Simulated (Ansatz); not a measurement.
I need a short molecular-dynamics run of CF₂, SMILES F[C]F. Use Ansatz 0.2.0, Python API. Settings: BLYP, def2-SVP basis, multiplicity 1, D4 dispersion.

```
atom    x (Å)    y (Å)    z (Å)
   F   0.3969   1.0328   0.3328
   C   0.3268  -0.2722   0.1497
   F  -0.7238  -0.7606  -0.4825
```

Script `md.py`:
```python
'''Molecular dynamics of one CF2 molecule.'''

import ansatz as az
import numpy as np

GEOMETRY = '''
F     0.39694    1.03280    0.33277
C     0.32682   -0.27218    0.14973
F    -0.72376   -0.76062   -0.48250
'''

mol = az.Crystal.molecule()
for line in GEOMETRY.strip().splitlines():
    symbol, *xyz = line.split()
    mol = mol.atom(symbol, [float(v) for v in xyz])

calculation = (
    mol.calculation()
    .basis(gaussian='def2-SVP')  # the orbital basis, by name
    .functional('blyp', dispersion='d4')
    .md('nve', timestep=0.5, steps=20, temperature=300, initial_velocities='maxwell_boltzmann', seed=78)
)
frames = []
out = calculation.session().plan().execute(on_event=lambda e: frames.append(e['data']) if e['event'] == 'md_step' else None)
print('t (fs)   E_pot (eV)      E_kin (eV)   T (K)   d(0-1) (A)')
for f in frames[::2]:
    xyz = np.array(f['positions_ang'])
    print(f'{f["time_fs"]:6.2f} {f["lagrangian_ev"]:14.5f} {f["e_kin_ev"]:10.5f} {f["temperature_k"]:8.1f} {np.linalg.norm(xyz[0] - xyz[1]):9.4f}')
kept = np.array([f['conserved_ev'] for f in frames])
print(f'conserved energy moves by at most {1000 * np.ptp(kept):.3f} meV')
```

Output of `python md.py`:
```text
t (fs)   E_pot (eV)      E_kin (eV)   T (K)   d(0-1) (A)
  0.00    -6462.19666    0.03878    300.0    1.3196
  1.00    -6462.17642    0.01860    143.9    1.3185
  2.00    -6462.16883    0.01104     85.4    1.3185
  3.00    -6462.17597    0.01819    140.7    1.3198
  4.00    -6462.19814    0.04033    312.0    1.3221
  5.00    -6462.23363    0.07576    586.1    1.3254
  6.00    -6462.27888    0.12093    935.5    1.3296
  7.00    -6462.32904    0.17100   1322.9    1.3343
  8.00    -6462.37871    0.22060   1706.6    1.3396
  9.00    -6462.42285    0.26467   2047.6    1.3450
 10.00    -6462.45751    0.29930   2315.5    1.3503
conserved energy moves by at most 0.427 meV
```

Notes:
- Total energies depend on the basis set; only differences at equal settings carry meaning.
- The trajectory is only some femtoseconds long, so its temperature is not equilibrated; where the script doesn't relax first, it starts from a rough generated geometry.
- The temperature counts the internal degrees of freedom alone.
- Wall time of the script: 11 s on 1 thread of Arm Neoverse V1 (shared host), peak memory 0.16 GiB.
